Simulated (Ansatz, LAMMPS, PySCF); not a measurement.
Cohesive energy of zinc-blende CdSe: levels of theory against measurement

Reference value: 2.46 eV/atom (measured, temperature not stated, not corrected to a static lattice; as tabulated in Verma et al. (2010), arXiv:1001.1248).

```tsv
level (code)	value (eV/atom)	cell (Å³/atom)	difference (eV/atom)
Stillinger–Weber CdTeZnSeHgS0.sw (LAMMPS)	2.52	27.68	+0.06
LDA (Ansatz)	3.07	27.10	+0.61
PBE (PySCF)	2.24 ± 0.04	29.98	-0.22
LC-ωPBE (Ansatz)	2.54	27.67	+0.08
Hartree–Fock (PySCF)	1.64 ± 0.1	30.76	-0.82
```

Leaving aside Stillinger–Weber CdTeZnSeHgS0.sw (doubt noted below): The reference's temperature isn't stated, so close values are not ranked against it. Off by more than 0.25 eV/atom, or 0.35 eV/atom on the side where a correction would as a rule narrow the miss (bounds picked here): Hartree–Fock (-0.82 eV/atom), LDA (+0.61 eV/atom).

Free atoms are spin-polarised, in the lowest state found; at levels without +SOC their spin–orbit coupling is left out. The reference isn't brought to a static lattice, while the calculations are for one, so the differences are not the levels' errors alone.  A ± on a computed value is a rough bar: the spread of its extrapolation, a floor set from checks against published values, or a statistical error. Stillinger–Weber CdTeZnSeHgS0.sw: the potential file covers more elements than this solid holds. Each level is taken at its own relaxed cell. Cutoffs and k meshes differ between the levels. Ansatz's density-functional and Hartree–Fock values are scalar-relativistic unless marked +SOC, with PAW data made under PBE.

Empirical potentials (Stillinger–Weber CdTeZnSeHgS0.sw) are fitted to chosen data: where that held the value shown, agreement is built in, and what lay outside the fit can be far off.

Differences are worked out from the printed values.

Ansatz is a first-principles code.
